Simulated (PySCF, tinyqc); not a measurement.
Worked calculation: RHF in the sto-3g basis, for LiH, spin multiplicity 1. The lowest restricted solution is unstable here: a spin-polarised one lies 0.0042 hartree lower (PySCF). Computed by tinyqc, a small Python program that keeps every step (integrals from PySCF). Settings: charge = 0, multiplicity = 1, basis = sto-3g, energy threshold = 1e-09, iteration cap = 85, orthogonalisation = symmetric, start = random, DIIS depth = 0, method = RHF. Command: `OMP_NUM_THREADS=1 python tinyqc.py 29783 29784 out.jsonl` (the two numbers bound the seeds that draw the settings). One thread of a shared host (Intel(R) Xeon(R) Processor @ 2.60GHz), about 0.06 s of CPU time with the checks. Later iterations appear only in the table of the cycle.

## One-electron integrals

Geometry (angstrom):
```
atom       x       y       z
Li    0.0000  0.0000  0.0000
H     0.0000  0.0000  2.1840
```

Basis sto-3g: exponents (1/bohr^2) and contraction coefficients of normalised primitives:
```
element  l (shell)  exponent  coefficient
Li           s (1)   16.1196       0.1543
Li           s (1)    2.9362       0.5353
Li           s (1)    0.7947       0.4446
Li           s (2)    0.6363      -0.1000
Li           s (2)    0.1479       0.3995
Li           s (2)    0.0481       0.7001
Li           p (3)    0.6363       0.1559
Li           p (3)    0.1479       0.6077
Li           p (3)    0.0481       0.3920
H            s (1)    3.4253       0.1543
H            s (1)    0.6239       0.5353
H            s (1)    0.1689       0.4446
```

Overlap, kinetic and nuclear-attraction integrals over the contracted functions; the nuclear repulsion is the sum of Za Zb / Rab.

nuclear repulsion = 0.726892 hartree

overlap S, order 1Li 1s, 1Li 2s, 1Li 2px, 1Li 2py, 1Li 2pz, 2H 1s:
$$\begin{pmatrix}
1.0000 & 0.2411 & 0.0000 & 0.0000 & 0.0000 & 0.0180 \\
0.2411 & 1.0000 & 0.0000 & 0.0000 & 0.0000 & 0.2584 \\
0.0000 & 0.0000 & 1.0000 & 0.0000 & 0.0000 & 0.0000 \\
0.0000 & 0.0000 & 0.0000 & 1.0000 & 0.0000 & 0.0000 \\
0.0000 & 0.0000 & 0.0000 & 0.0000 & 1.0000 & 0.3747 \\
0.0180 & 0.2584 & 0.0000 & 0.0000 & 0.3747 & 1.0000
\end{pmatrix}$$

kinetic energy T (hartree), order 1Li 1s, 1Li 2s, 1Li 2px, 1Li 2py, 1Li 2pz, 2H 1s:
$$\begin{pmatrix}
3.5768 & -0.0202 & 0.0000 & 0.0000 & 0.0000 & -0.0071 \\
-0.0202 & 0.1022 & 0.0000 & 0.0000 & 0.0000 & 0.0123 \\
0.0000 & 0.0000 & 0.3197 & 0.0000 & 0.0000 & 0.0000 \\
0.0000 & 0.0000 & 0.0000 & 0.3197 & 0.0000 & 0.0000 \\
0.0000 & 0.0000 & 0.0000 & 0.0000 & 0.3197 & 0.0524 \\
-0.0071 & 0.0123 & 0.0000 & 0.0000 & 0.0524 & 0.7600
\end{pmatrix}$$

nuclear attraction V (hartree), order 1Li 1s, 1Li 2s, 1Li 2px, 1Li 2py, 1Li 2pz, 2H 1s:
$$\begin{pmatrix}
-8.2252 & -1.0228 & 0.0000 & 0.0000 & -0.0086 & -0.0731 \\
-1.0228 & -1.4398 & 0.0000 & 0.0000 & -0.0887 & -0.4061 \\
0.0000 & 0.0000 & -1.4077 & 0.0000 & 0.0000 & 0.0000 \\
0.0000 & 0.0000 & 0.0000 & -1.4077 & 0.0000 & 0.0000 \\
-0.0086 & -0.0887 & 0.0000 & 0.0000 & -1.4749 & -0.5954 \\
-0.0731 & -0.4061 & 0.0000 & 0.0000 & -0.5954 & -1.9534
\end{pmatrix}$$

core Hamiltonian H = T + V (hartree), order 1Li 1s, 1Li 2s, 1Li 2px, 1Li 2py, 1Li 2pz, 2H 1s:
$$\begin{pmatrix}
-4.6484 & -1.0430 & 0.0000 & 0.0000 & -0.0086 & -0.0802 \\
-1.0430 & -1.3376 & 0.0000 & 0.0000 & -0.0887 & -0.3938 \\
0.0000 & 0.0000 & -1.0881 & 0.0000 & 0.0000 & 0.0000 \\
0.0000 & 0.0000 & 0.0000 & -1.0881 & 0.0000 & 0.0000 \\
-0.0086 & -0.0887 & 0.0000 & 0.0000 & -1.1552 & -0.5429 \\
-0.0802 & -0.3938 & 0.0000 & 0.0000 & -0.5429 & -1.1934
\end{pmatrix}$$

## Two-electron integrals

Functions are numbered as in S; the eight-fold symmetry (ij|kl) = (ji|kl) = (kl|ij) leaves the list below.

Two-electron integrals (ij|kl) in chemists' order, unique and non-zero (hartree):
```
(11|11) 1.6804     (21|11) 0.2654     (21|21) 0.0499     (22|11) 0.3977
(22|21) 0.0929     (22|22) 0.2906     (31|31) 0.0090     (32|31) 0.0138
(32|32) 0.0642     (33|11) 0.3966     (33|21) 0.0929     (33|22) 0.2905
(33|33) 0.3129     (41|41) 0.0090     (42|41) 0.0138     (42|42) 0.0642
(43|43) 0.0169     (44|11) 0.3966     (44|21) 0.0929     (44|22) 0.2905
(44|33) 0.2792     (44|44) 0.3129     (51|51) 0.0090     (52|51) 0.0138
(52|52) 0.0642     (53|53) 0.0169     (54|54) 0.0169     (55|11) 0.3966
(55|21) 0.0929     (55|22) 0.2905     (55|33) 0.2792     (55|44) 0.2792
(55|55) 0.3129     (61|11) 0.0188     (61|21) 0.0036     (61|22) 0.0069
(61|33) 0.0068     (61|44) 0.0068     (61|51) 4.73e-04   (61|52) 0.0009
(61|55) 0.0070     (61|61) 2.87e-04   (62|11) 0.0780     (62|21) 0.0186
(62|22) 0.0662     (62|33) 0.0624     (62|44) 0.0624     (62|51) 0.0029
(62|52) 0.0209     (62|55) 0.0739     (62|61) 0.0016     (62|62) 0.0303
(63|31) 0.0011     (63|32) 0.0059     (63|53) 0.0028     (63|63) 0.0016
(64|41) 0.0011     (64|42) 0.0059     (64|54) 0.0028     (64|64) 0.0016
(65|11) 0.1074     (65|21) 0.0257     (65|22) 0.0941     (65|33) 0.0877
(65|44) 0.0877     (65|51) 0.0044     (65|52) 0.0323     (65|55) 0.1070
(65|61) 0.0023     (65|62) 0.0461     (65|65) 0.0705     (66|11) 0.2422
(66|21) 0.0584     (66|22) 0.2292     (66|33) 0.2101     (66|44) 0.2101
(66|51) 0.0086     (66|52) 0.0826     (66|55) 0.2674     (66|61) 0.0052
(66|62) 0.1385     (66|65) 0.2162     (66|66) 0.7746
```

## Orthogonalisation

S = U s U^T; symmetric (Loewdin) form X = U s^(-1/2) U^T, so that X^T S X = 1.

eigenvalues of S: [0.5261, 0.8057, 1.0000, 1.0000, 1.1827, 1.4854]

X, order 1Li 1s, 1Li 2s, 1Li 2px, 1Li 2py, 1Li 2pz, 2H 1s:
$$\begin{pmatrix}
1.0234 & -0.1295 & 0.0000 & 0.0000 & -0.0061 & 0.0181 \\
-0.1295 & 1.0543 & 0.0000 & 0.0000 & 0.0443 & -0.1533 \\
0.0000 & 0.0000 & 1.0000 & 0.0000 & 0.0000 & 0.0000 \\
0.0000 & 0.0000 & 0.0000 & 1.0000 & 0.0000 & 0.0000 \\
-0.0061 & 0.0443 & 0.0000 & 0.0000 & 1.0624 & -0.2167 \\
0.0181 & -0.1533 & 0.0000 & 0.0000 & -0.2167 & 1.0926
\end{pmatrix}$$

## Starting guess

The start is random orthonormal orbitals; D = 2 C_occ C_occ^T.

D at the start, order 1Li 1s, 1Li 2s, 1Li 2px, 1Li 2py, 1Li 2pz, 2H 1s:
$$\begin{pmatrix}
1.2004 & -1.0338 & 0.1028 & -0.2825 & -0.8230 & 0.7230 \\
-1.0338 & 0.9580 & -0.0240 & 0.4465 & 0.6382 & -0.3304 \\
0.1028 & -0.0240 & 0.0704 & 0.1697 & -0.1379 & 0.3410 \\
-0.2825 & 0.4465 & 0.1697 & 0.6769 & -0.0186 & 0.7084 \\
-0.8230 & 0.6382 & -0.1379 & -0.0186 & 0.6381 & -0.8013 \\
0.7230 & -0.3304 & 0.3410 & 0.7084 & -0.8013 & 1.7001
\end{pmatrix}$$

## Iteration 1: building the Fock matrix

J_ij = sum D_kl (ij|kl), K_ij = sum D_kl (ik|jl); F = H + J - 0.5 K; E = tr D H + tr D J / 2 - 0.25 tr D K + E_nn.

Coulomb J (hartree), order 1Li 1s, 1Li 2s, 1Li 2px, 1Li 2py, 1Li 2pz, 2H 1s:
$$\begin{pmatrix}
2.6142 & 0.4839 & 0.0019 & 0.0088 & 0.0092 & 0.0362 \\
0.4839 & 1.1713 & 0.0038 & 0.0579 & 0.1355 & 0.3782 \\
0.0019 & 0.0038 & 1.1369 & 0.0057 & -0.0028 & 0.0002 \\
0.0088 & 0.0579 & 0.0057 & 1.1573 & 0.0033 & 0.0068 \\
0.0092 & 0.1355 & -0.0028 & 0.0033 & 1.2152 & 0.5610 \\
0.0362 & 0.3782 & 0.0002 & 0.0068 & 0.5610 & 1.6950
\end{pmatrix}$$

exchange K (hartree), order 1Li 1s, 1Li 2s, 1Li 2px, 1Li 2py, 1Li 2pz, 2H 1s:
$$\begin{pmatrix}
1.5531 & 0.0141 & 0.0418 & -0.0614 & -0.2018 & 0.0447 \\
0.0141 & 0.2363 & 0.0257 & 0.1766 & 0.1145 & 0.2078 \\
0.0418 & 0.0257 & 0.0838 & 0.0502 & -0.0100 & 0.0589 \\
-0.0614 & 0.1766 & 0.0502 & 0.2634 & 0.0586 & 0.1765 \\
-0.2018 & 0.1145 & -0.0100 & 0.0586 & 0.1895 & 0.2075 \\
0.0447 & 0.2078 & 0.0589 & 0.1765 & 0.2075 & 1.0136
\end{pmatrix}$$

Fock matrix F (hartree), order 1Li 1s, 1Li 2s, 1Li 2px, 1Li 2py, 1Li 2pz, 2H 1s:
$$\begin{pmatrix}
-2.8107 & -0.5662 & -0.0190 & 0.0395 & 0.1015 & -0.0665 \\
-0.5662 & -0.2845 & -0.0091 & -0.0304 & -0.0105 & -0.1195 \\
-0.0190 & -0.0091 & 0.0069 & -0.0194 & 0.0022 & -0.0292 \\
0.0395 & -0.0304 & -0.0194 & -0.0624 & -0.0260 & -0.0815 \\
0.1015 & -0.0105 & 0.0022 & -0.0260 & -0.0348 & -0.0857 \\
-0.0665 & -0.1195 & -0.0292 & -0.0815 & -0.0857 & -0.0052
\end{pmatrix}$$

total energy of this density = -4.358831 hartree

## Iteration 1: diagonalisation and new density

Diagonalise F' = X^T F X, C = X C', fill 2 alpha and 2 beta electrons from the bottom; D = 2 C_occ C_occ^T. Each column has its largest component positive (the first on a tie).

F' = X^T F X (hartree):
$$\begin{pmatrix}
-2.8018 & -0.1985 & -0.0188 & 0.0430 & 0.1144 & -0.0467 \\
-0.1985 & -0.1739 & -0.0025 & -0.0258 & 0.0048 & -0.1008 \\
-0.0188 & -0.0025 & 0.0069 & -0.0194 & 0.0084 & -0.0313 \\
0.0430 & -0.0258 & -0.0194 & -0.0624 & -0.0115 & -0.0780 \\
0.1144 & 0.0048 & 0.0084 & -0.0115 & -0.0006 & -0.0982 \\
-0.0467 & -0.1008 & -0.0313 & -0.0780 & -0.0982 & 0.0642
\end{pmatrix}$$

orbital energies (hartree): MO1 -2.8230, MO2 -0.2283, MO3 -0.0790, MO4 -0.0235, MO5 0.0118, MO6 0.1743

coefficients C, order 1Li 1s, 1Li 2s, 1Li 2px, 1Li 2py, 1Li 2pz, 2H 1s:
$$\begin{pmatrix}
1.0102 & -0.1492 & 0.1390 & 0.0400 & -0.0089 & 0.0264 \\
-0.0540 & 0.7744 & -0.6356 & -0.0988 & -0.0165 & -0.3703 \\
0.0069 & 0.0856 & 0.2068 & -0.2709 & 0.9247 & -0.1462 \\
-0.0145 & 0.3680 & 0.6614 & -0.4999 & -0.3622 & -0.2140 \\
-0.0489 & 0.1690 & 0.2869 & 0.7709 & 0.0382 & -0.6846 \\
0.0338 & 0.3141 & 0.2984 & 0.1137 & 0.0995 & 1.0261
\end{pmatrix}$$

D after iteration 1, order 1Li 1s, 1Li 2s, 1Li 2px, 1Li 2py, 1Li 2pz, 2H 1s:
$$\begin{pmatrix}
2.0857 & -0.3403 & -0.0116 & -0.1390 & -0.1492 & -0.0255 \\
-0.3403 & 1.2051 & 0.1318 & 0.5716 & 0.2670 & 0.4829 \\
-0.0116 & 0.1318 & 0.0147 & 0.0628 & 0.0282 & 0.0542 \\
-0.1390 & 0.5716 & 0.0628 & 0.2713 & 0.1258 & 0.2303 \\
-0.1492 & 0.2670 & 0.0282 & 0.1258 & 0.0619 & 0.1029 \\
-0.0255 & 0.4829 & 0.0542 & 0.2303 & 0.1029 & 0.1997
\end{pmatrix}$$

## Iteration 2: building the Fock matrix

As before.

Coulomb J (hartree), order 1Li 1s, 1Li 2s, 1Li 2px, 1Li 2py, 1Li 2pz, 2H 1s:
$$\begin{pmatrix}
4.0862 & 0.6985 & 0.0035 & 0.0138 & 0.0100 & 0.0509 \\
0.6985 & 1.3463 & 0.0172 & 0.0723 & 0.0734 & 0.3288 \\
0.0035 & 0.0172 & 1.3316 & 0.0021 & 0.0013 & 0.0019 \\
0.0138 & 0.0723 & 0.0021 & 1.3403 & 0.0055 & 0.0079 \\
0.0100 & 0.0734 & 0.0013 & 0.0055 & 1.3598 & 0.4696 \\
0.0509 & 0.3288 & 0.0019 & 0.0079 & 0.4696 & 1.1925
\end{pmatrix}$$

exchange K (hartree), order 1Li 1s, 1Li 2s, 1Li 2px, 1Li 2py, 1Li 2pz, 2H 1s:
$$\begin{pmatrix}
3.3901 & 0.5289 & 0.0098 & 0.0064 & -0.0203 & 0.0510 \\
0.5289 & 0.4868 & 0.0492 & 0.2036 & 0.1537 & 0.2737 \\
0.0098 & 0.0492 & 0.1035 & 0.0186 & 0.0133 & 0.0229 \\
0.0064 & 0.2036 & 0.0186 & 0.1795 & 0.0581 & 0.0980 \\
-0.0203 & 0.1537 & 0.0133 & 0.0581 & 0.1780 & 0.1988 \\
0.0510 & 0.2737 & 0.0229 & 0.0980 & 0.1988 & 0.3973
\end{pmatrix}$$

Fock matrix F (hartree), order 1Li 1s, 1Li 2s, 1Li 2px, 1Li 2py, 1Li 2pz, 2H 1s:
$$\begin{pmatrix}
-2.2572 & -0.6089 & -0.0013 & 0.0106 & 0.0115 & -0.0548 \\
-0.6089 & -0.2347 & -0.0074 & -0.0295 & -0.0921 & -0.2019 \\
-0.0013 & -0.0074 & 0.1918 & -0.0072 & -0.0054 & -0.0096 \\
0.0106 & -0.0295 & -0.0072 & 0.1625 & -0.0235 & -0.0411 \\
0.0115 & -0.0921 & -0.0054 & -0.0235 & 0.1156 & -0.1727 \\
-0.0548 & -0.2019 & -0.0096 & -0.0411 & -0.1727 & -0.1995
\end{pmatrix}$$

total energy of this density = -7.602569 hartree

## Iteration 2: diagonalisation and new density

As before.

F' = X^T F X (hartree):
$$\begin{pmatrix}
-2.2081 & -0.3333 & -0.0006 & 0.0140 & 0.0153 & 0.0111 \\
-0.3333 & -0.0802 & -0.0064 & -0.0272 & -0.0358 & -0.1697 \\
-0.0006 & -0.0064 & 0.1918 & -0.0072 & -0.0040 & -0.0082 \\
0.0140 & -0.0272 & -0.0072 & 0.1625 & -0.0174 & -0.0351 \\
0.0153 & -0.0358 & -0.0040 & -0.0174 & 0.1953 & -0.1870 \\
0.0111 & -0.1697 & -0.0082 & -0.0351 & -0.1870 & -0.0946
\end{pmatrix}$$

orbital energies (hartree): MO1 -2.2593, MO2 -0.3000, MO3 0.0728, MO4 0.1663, MO5 0.1935, MO6 0.2934

coefficients C, order 1Li 1s, 1Li 2s, 1Li 2px, 1Li 2py, 1Li 2pz, 2H 1s:
$$\begin{pmatrix}
0.9921 & -0.1438 & -0.2374 & 0.0255 & -0.0024 & -0.0515 \\
0.0307 & 0.4683 & 0.9232 & -0.0732 & 0.0031 & 0.2754 \\
0.0006 & 0.0238 & 0.0033 & 0.2259 & 0.9738 & -0.0027 \\
-0.0040 & 0.1050 & 0.0301 & 0.9675 & -0.2272 & -0.0193 \\
-0.0044 & 0.2130 & -0.2756 & 0.0053 & -0.0027 & 1.0277 \\
0.0025 & 0.6820 & -0.5016 & -0.0732 & 0.0000 & -0.7366
\end{pmatrix}$$

D after iteration 2, order 1Li 1s, 1Li 2s, 1Li 2px, 1Li 2py, 1Li 2pz, 2H 1s:
$$\begin{pmatrix}
2.0098 & -0.0738 & -0.0056 & -0.0381 & -0.0699 & -0.1913 \\
-0.0738 & 0.4405 & 0.0223 & 0.0981 & 0.1992 & 0.6389 \\
-0.0056 & 0.0223 & 0.0011 & 0.0050 & 0.0101 & 0.0325 \\
-0.0381 & 0.0981 & 0.0050 & 0.0221 & 0.0448 & 0.1433 \\
-0.0699 & 0.1992 & 0.0101 & 0.0448 & 0.0908 & 0.2905 \\
-0.1913 & 0.6389 & 0.0325 & 0.1433 & 0.2905 & 0.9303
\end{pmatrix}$$

## Iteration 3: building the Fock matrix

As before.

Coulomb J (hartree), order 1Li 1s, 1Li 2s, 1Li 2px, 1Li 2py, 1Li 2pz, 2H 1s:
$$\begin{pmatrix}
3.9387 & 0.6692 & 0.0006 & 0.0023 & 0.0182 & 0.0495 \\
0.6692 & 1.2967 & 0.0031 & 0.0132 & 0.1457 & 0.3929 \\
0.0006 & 0.0031 & 1.2668 & 0.0002 & 0.0005 & 0.0004 \\
0.0023 & 0.0132 & 0.0002 & 1.2675 & 0.0023 & 0.0018 \\
0.0182 & 0.1457 & 0.0005 & 0.0023 & 1.3489 & 0.5776 \\
0.0495 & 0.3929 & 0.0004 & 0.0018 & 0.5776 & 1.6613
\end{pmatrix}$$

exchange K (hartree), order 1Li 1s, 1Li 2s, 1Li 2px, 1Li 2py, 1Li 2pz, 2H 1s:
$$\begin{pmatrix}
3.3590 & 0.5462 & 0.0004 & -0.0038 & -0.0052 & 0.0385 \\
0.5462 & 0.3398 & 0.0095 & 0.0405 & 0.2050 & 0.3792 \\
0.0004 & 0.0095 & 0.0568 & 0.0015 & 0.0059 & 0.0093 \\
-0.0038 & 0.0405 & 0.0015 & 0.0630 & 0.0262 & 0.0408 \\
-0.0052 & 0.2050 & 0.0059 & 0.0262 & 0.2405 & 0.4195 \\
0.0385 & 0.3792 & 0.0093 & 0.0408 & 0.4195 & 1.0594
\end{pmatrix}$$

Fock matrix F (hartree), order 1Li 1s, 1Li 2s, 1Li 2px, 1Li 2py, 1Li 2pz, 2H 1s:
$$\begin{pmatrix}
-2.3892 & -0.6469 & 0.0004 & 0.0043 & 0.0122 & -0.0500 \\
-0.6469 & -0.2108 & -0.0017 & -0.0070 & -0.0455 & -0.1905 \\
0.0004 & -0.0017 & 0.1503 & -0.0006 & -0.0024 & -0.0042 \\
0.0043 & -0.0070 & -0.0006 & 0.1479 & -0.0108 & -0.0186 \\
0.0122 & -0.0455 & -0.0024 & -0.0108 & 0.0735 & -0.1750 \\
-0.0500 & -0.1905 & -0.0042 & -0.0186 & -0.1750 & -0.0618
\end{pmatrix}$$

total energy of this density = -7.793592 hartree

## Iteration 3: diagonalisation and new density

As before.

F' = X^T F X (hartree):
$$\begin{pmatrix}
-2.3357 & -0.3619 & 0.0006 & 0.0050 & 0.0075 & 0.0229 \\
-0.3619 & -0.0415 & -0.0013 & -0.0056 & 0.0183 & -0.1958 \\
0.0006 & -0.0013 & 0.1503 & -0.0006 & -0.0018 & -0.0038 \\
0.0050 & -0.0056 & -0.0006 & 0.1479 & -0.0078 & -0.0168 \\
0.0075 & 0.0183 & -0.0018 & -0.0078 & 0.1596 & -0.2200 \\
0.0229 & -0.1958 & -0.0038 & -0.0168 & -0.2200 & 0.0692
\end{pmatrix}$$

orbital energies (hartree): MO1 -2.3916, MO2 -0.2151, MO3 0.0622, MO4 0.1490, MO5 0.1504, MO6 0.3948

coefficients C, order 1Li 1s, 1Li 2s, 1Li 2px, 1Li 2py, 1Li 2pz, 2H 1s:
$$\begin{pmatrix}
0.9918 & -0.1552 & -0.2073 & 0.0007 & -0.0003 & 0.1176 \\
0.0322 & 0.5269 & 0.7734 & 0.0047 & 0.0004 & -0.5262 \\
-0.0001 & 0.0115 & -0.0122 & 0.2199 & 0.9754 & -0.0036 \\
-0.0016 & 0.0514 & -0.0513 & 0.9725 & -0.2206 & -0.0155 \\
-0.0038 & 0.2884 & -0.6083 & -0.0610 & -0.0005 & -0.8489 \\
-0.0018 & 0.6012 & -0.2220 & -0.0288 & 0.0000 & 0.9237
\end{pmatrix}$$

D after iteration 3, order 1Li 1s, 1Li 2s, 1Li 2px, 1Li 2py, 1Li 2pz, 2H 1s:
$$\begin{pmatrix}
2.0155 & -0.0997 & -0.0039 & -0.0191 & -0.0971 & -0.1903 \\
-0.0997 & 0.5574 & 0.0122 & 0.0541 & 0.3037 & 0.6335 \\
-0.0039 & 0.0122 & 0.0003 & 0.0012 & 0.0067 & 0.0139 \\
-0.0191 & 0.0541 & 0.0012 & 0.0053 & 0.0297 & 0.0618 \\
-0.0971 & 0.3037 & 0.0067 & 0.0297 & 0.1664 & 0.3468 \\
-0.1903 & 0.6335 & 0.0139 & 0.0618 & 0.3468 & 0.7229
\end{pmatrix}$$

## Iteration 16 (converged): orbitals

converged F (hartree), order 1Li 1s, 1Li 2s, 1Li 2px, 1Li 2py, 1Li 2pz, 2H 1s:
$$\begin{pmatrix}
-2.3649 & -0.6428 & 0.0000 & 0.0000 & 0.0140 & -0.0498 \\
-0.6428 & -0.2087 & 0.0000 & 0.0000 & -0.0619 & -0.1944 \\
0.0000 & 0.0000 & 0.1602 & 0.0000 & 0.0000 & 0.0000 \\
0.0000 & 0.0000 & 0.0000 & 0.1602 & 0.0000 & 0.0000 \\
0.0140 & -0.0619 & 0.0000 & 0.0000 & 0.0584 & -0.1910 \\
-0.0498 & -0.1944 & 0.0000 & 0.0000 & -0.1910 & -0.0776
\end{pmatrix}$$

As before.

F' = X^T F X (hartree):
$$\begin{pmatrix}
-2.3113 & -0.3609 & 0.0000 & 0.0000 & 0.0114 & 0.0224 \\
-0.3609 & -0.0403 & 0.0000 & 0.0000 & 0.0022 & -0.1952 \\
0.0000 & 0.0000 & 0.1602 & 0.0000 & 0.0000 & 0.0000 \\
0.0000 & 0.0000 & 0.0000 & 0.1602 & 0.0000 & 0.0000 \\
0.0114 & 0.0022 & 0.0000 & 0.0000 & 0.1477 & -0.2295 \\
0.0224 & -0.1952 & 0.0000 & 0.0000 & -0.2295 & 0.0573
\end{pmatrix}$$

orbital energies (hartree): MO1 -2.3673, MO2 -0.2344, MO3 0.0704, MO4 0.1602, MO5 0.1602, MO6 0.3847

coefficients C, order 1Li 1s, 1Li 2s, 1Li 2px, 1Li 2py, 1Li 2pz, 2H 1s:
$$\begin{pmatrix}
0.9915 & -0.1489 & -0.2156 & 0.0000 & 0.0000 & 0.1133 \\
0.0332 & 0.5023 & 0.7993 & 0.0000 & 0.0000 & -0.5113 \\
0.0000 & 0.0000 & 0.0000 & 0.2182 & 0.9759 & 0.0000 \\
0.0000 & 0.0000 & 0.0000 & 0.9759 & -0.2182 & 0.0000 \\
-0.0044 & 0.3243 & -0.5887 & 0.0000 & 0.0000 & -0.8520 \\
-0.0016 & 0.5989 & -0.2090 & 0.0000 & 0.0000 & 0.9286
\end{pmatrix}$$

D after iteration 16, order 1Li 1s, 1Li 2s, 1Li 2px, 1Li 2py, 1Li 2pz, 2H 1s:
$$\begin{pmatrix}
2.0105 & -0.0837 & 0.0000 & 0.0000 & -0.1053 & -0.1816 \\
-0.0837 & 0.5069 & 0.0000 & 0.0000 & 0.3255 & 0.6015 \\
0.0000 & 0.0000 & 0.0000 & 0.0000 & 0.0000 & 0.0000 \\
0.0000 & 0.0000 & 0.0000 & 0.0000 & 0.0000 & 0.0000 \\
-0.1053 & 0.3255 & 0.0000 & 0.0000 & 0.2104 & 0.3884 \\
-0.1816 & 0.6015 & 0.0000 & 0.0000 & 0.3884 & 0.7173
\end{pmatrix}$$

Within a degenerate level the vectors are fixed only up to a rotation; this is one choice.

## Convergence

Stop when the energy changes by less than 1e-09 hartree and every element of the error matrix X^T (F D S - S D F) X is below 9e-06.

Course of the cycle:
```
iteration  E (hartree)     change  largest element of the error matrix
1            -4.358831          -                             1.90e+00
2            -7.602569  -3.24e+00                             2.25e-01
3            -7.793592  -1.91e-01                             7.83e-02
4            -7.808108  -1.45e-02                             1.59e-02
5            -7.809512  -1.40e-03                             7.06e-03
6            -7.809818  -3.06e-04                             3.20e-03
7            -7.809889  -7.04e-05                             1.45e-03
8            -7.809906  -1.70e-05                             7.12e-04
9            -7.809910  -4.25e-06                             3.84e-04
10           -7.809911  -1.10e-06                             2.07e-04
11           -7.809911  -2.92e-07                             1.12e-04
12           -7.809912  -7.94e-08                             6.08e-05
13           -7.809912  -2.20e-08                             3.29e-05
14           -7.809912  -6.18e-09                             1.78e-05
15           -7.809912  -1.76e-09                             9.66e-06
16           -7.809912  -5.03e-10                             5.24e-06
```

PySCF RHF in the same basis = -7.809912 hartree

Converged in 16 iterations.

## Populations, bond orders and dipole

Mulliken: Z minus the diagonal of D S on the atom; Loewdin: the same with S^(1/2) D S^(1/2); Mayer order: 2 sum_s sum (D(s) S)_ij (D(s) S)_ji over the two atoms.

Charges (e):
```
atom  Mulliken  Loewdin
1Li     0.0150   0.0126
2H     -0.0150  -0.0126
```

Mayer bond orders:
```
pair   order
2-1   0.9998
```

dipole moment about the origin, x y z (debye): [0.0000, 0.0000, -5.0830]
